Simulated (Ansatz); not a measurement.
in.yaml

```yaml
crystal:
  periodic: [false, false, false]
  atoms:
    - {symbol: Al, position_ang: [0.000000, 0.000000, 0.000000]}
    - {symbol: C, position_ang: [0.000000, 0.000000, 1.966767]}
basis:
  gaussian: {orbitals: cc-pVDZ}
total_charge: 1
magnetization: {spin_polarized: false, initial_magnetization: 2}
correlation: {method: ccsdt_q, electrons: outside_noble_gas}
```

```sh
$ ansatz run in.yaml --threads 1 --pin off --events-out ev --progress --plain --max-ram 2393MiB
```

Q: Roughly how long does this take on 1 thread of Arm Neoverse V2, shared host, and how much host memory?

A: 6 s wall and 0.16 GiB.

```
576 factors; integrals over basis functions are off by at most 1.4e-7 eV
mean field evaluation 1: about -7597.3427 eV, gradient 2.4e1 eV
mean field evaluation 2: about -7597.3444 eV, gradient 2.4e1 eV
mean field evaluation 4: about -7599.5332 eV, gradient 1.0e1 eV
mean field evaluation 8: about -7600.7467 eV, gradient 1.5e-1 eV
mean field evaluation 16: about -7600.7454 eV, gradient 4.4e-1 eV
mean field evaluation 32: about -7600.0180 eV, gradient 5.9e0 eV
mean field evaluation 64: about -7600.5205 eV, gradient 9.6e-3 eV
mean field evaluation 96: about -7600.5511 eV, gradient 6.2e-1 eV
mean field evaluation 128: about -7600.7468 eV, gradient 5.6e-2 eV
mean field evaluation 160: about -7600.2987 eV, gradient 3.0e0 eV
...
cycle  21  -4.36684880 eV  change   -1.1e-5 eV  update   4.1e-6
cycle  22  -4.36685556 eV  change   -6.8e-6 eV  update   2.3e-6
cycle  23  -4.36685441 eV  change    1.1e-6 eV  update   1.5e-6
cycle  24  -4.36685325 eV  change    1.2e-6 eV  update   1.2e-6
cycle  25  -4.36685117 eV  change    2.1e-6 eV  update   8.9e-7
cycle  26  -4.36685055 eV  change    6.1e-7 eV  update   6.0e-7
cycle  27  -4.36685046 eV  change    9.2e-8 eV  update   4.7e-7
cycle  28  -4.36685025 eV  change    2.1e-7 eV  update   3.4e-7
cycle  29  -4.36684982 eV  change    4.3e-7 eV  update   2.2e-7
cycle  30  -4.36684997 eV  change   -1.5e-7 eV  update   1.2e-7
perturbative correction -0.01352559 eV, -0.0004970563 hartree
Total energy: -7605.12716663 eV, -279.4832684332 hartree
```

For the same geometry and basis full CI lies 1.3 meV lower.
